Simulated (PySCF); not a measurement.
## MgF, PBE0: how much the basis matters

PySCF, UKS reference; doublet, unpaired electrons σ ↑; De to Mg + F without counterpoise correction.

```json
{"basis": "3-21G", "relativity": "no relativity", "functions": "22", "Re (Å)": "1.748", "ωe (cm⁻¹)": "749", "De (eV)": "3.99", "μ (D)": "-2.22"}
{"basis": "x2c-SVPall", "relativity": "spin-free X2C", "functions": "32", "Re (Å)": "1.768", "ωe (cm⁻¹)": "722", "De (eV)": "4.47", "μ (D)": "-3.13"}
{"basis": "aug-pcseg-1", "relativity": "no relativity", "functions": "37", "Re (Å)": "1.779", "ωe (cm⁻¹)": "700", "De (eV)": "4.55", "μ (D)": "-3.32"}
{"basis": "pcseg-2", "relativity": "no relativity", "functions": "49", "Re (Å)": "1.767", "ωe (cm⁻¹)": "700", "De (eV)": "4.42", "μ (D)": "-3.28"}
{"basis": "x2c-TZVPPall", "relativity": "spin-free X2C", "functions": "63", "Re (Å)": "1.763", "ωe (cm⁻¹)": "700", "De (eV)": "4.42", "μ (D)": "-3.23"}
```

Q: How does each smaller set differ from the one with most functions, x2c-TZVPPall?

A: 3-21G: -1.5 pm, +7.0 % in ωe, -0.43 eV in De; x2c-SVPall: +0.5 pm, +3.1 % in ωe, +0.05 eV in De; aug-pcseg-1: +1.6 pm, +0.0 % in ωe, +0.13 eV in De; pcseg-2: +0.4 pm, +0.0 % in ωe, +0.00 eV in De. All at PBE0; the set with most functions is neither the basis-set limit nor always the best. The rows treat relativity differently, so the differences are not basis effects alone.

A positive dipole means Mg(−)F(+). 3-21G is very small, so such numbers show the basis as much as the molecule. The state is the lowest determinant that a PBE0 search found; another state may lie lower at other levels.
